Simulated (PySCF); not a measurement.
Gas-phase reaction: SiH2Cl2 + 4 HSiNH2 = 2 SiH2ClNH2 + N2 + 3 SiH2, at 500 K and a standard pressure of 1 bar. Level: GFN2-xTB.

Energies from PySCF (xtb for GFN2), thermal terms from the rigid-rotor harmonic-oscillator model, ideal gas at 1 bar. All species are closed-shell singlets. HSiNH2, SiH2ClNH2: computed as isolated molecules; such fragments, hydroxides, amides, oligomers or adducts are transient or little studied in the gas. The harmonic model lacks anharmonicity and excited electronic states, which grow with temperature; levels with a mode under 35 cm⁻¹ are left out. Internal rotation in HSiNH2, SiH2ClNH2 is treated as a harmonic vibration of one conformer, which makes the entropy rough.

| species | E (Ha) | H(500 K) − E (kJ/mol) | S°(500 K) (J/mol/K) |
|---|---|---|---|
| SiH2Cl2 | -11.94245 | 79.4 | 330.9 |
| HSiNH2 | -6.13061 | 106.3 | 281.9 |
| SiH2ClNH2 | -11.30311 | 147.0 | 349.3 |
| N2 | -5.76394 | 29.2 | 206.7 |
| SiH2 | -2.66980 | 47.9 | 226.1 |
E: electronic energy; H − E holds the zero-point and thermal terms. 1 Ha = 2625.5 kJ/mol.

### Question
Work out ΔH°, ΔS°, ΔG° and log10 K from these numbers.

### Answer
1. ΔE = 2×(-11.30311) + 1×(-5.76394) + 3×(-2.66980) − 1×(-11.94245) − 4×(-6.13061) = 0.08533 Ha = 224.0 kJ.
2. Δ(H − E) = 2×(147.0) + 1×(29.2) + 3×(47.9) − 1×(79.4) − 4×(106.3) = -37.7 kJ, so ΔH° = 186.3 kJ.
3. ΔS° = 2×(349.3) + 1×(206.7) + 3×(226.1) − 1×(330.9) − 4×(281.9) = 125.1 J/K; the number of gas molecules changes by +1.
4. ΔG° = ΔH° − TΔS° = 186.3 − 500×(125.1)/1000 = 123.8 kJ.
5. log10 K = −ΔG°/(RT ln 10) = -12.94, with RT ln 10 = 9.57 kJ/mol; at standard pressures the reactants are favoured.
6. A shift of 10 kJ in ΔE would move log10 K by 1.04 here.
For scale, ΔH°(298 K) is 185 kJ at this level, 209 kJ at ωB97M-V/def2-TZVP†, and runs from 65 to 327 kJ over the 20 levels computed († marks an energy on the PBE0/def2-TZVP geometry).
